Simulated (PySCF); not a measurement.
Problem. Write Cartesian coordinates for `c1cccc[c]1` [radical] as optimised with GFN2-xTB. (Doublet state.)

Solution. 
```
atom  x, y, z in Å
C1     0.1240   -1.5484    0.0177
C2    -1.1279   -1.0182   -0.0841
C3    -1.2327    0.3718   -0.1022
C4    -0.0910    1.1493   -0.0185
C5     1.1591    0.5647    0.0848
C6     1.2758   -0.8242    0.1042
H7    -2.0114   -1.6355   -0.1490
H8    -2.2072    0.8326   -0.1809
H9    -0.1766    2.2266   -0.0344
H10    2.0478    1.1758    0.1517
H11    2.2456   -1.2918    0.1849
```

Any rigid rotation of these coordinates is as good. Atoms count from 1 in this order. The C–C distances run from 1.363 Å (C1–C6, aromatic) to 1.394 Å (C2–C3, aromatic), a spread of 0.031 Å. The 6-membered ring C1–C2–C3–C4–C5–C6 has internal angles of 117.2° to 125.0° (sum 720°, against 720° for a flat polygon); it is planar, 0.00 Å rms from its mean plane, widest ring torsion 0°. C2 (carbon bonded to 2 C and H) is planar (angles 122.2°, 120.5° and 117.2°, sum 360.0°, 0.00 Å off the plane of its three neighbours). C4 (carbon bonded to 2 C and H) is planar (angles 120.8°, 119.6° and 119.6°, sum 360.0°, 0.00 Å off the plane of its three neighbours).

Bonds between heavy atoms (Å): C1–C2 1.363, C2–C3 1.394, C3–C4 1.384, C4–C5 1.384, C5–C6 1.394, C1–C6 1.363.

Computed geometry: GFN2-xTB, gas phase. This method treats the open shell by occupation alone, without spin polarisation.

Point group: C2v (tolerance 0.08 Å). Whether it is a minimum is left open (no frequencies).
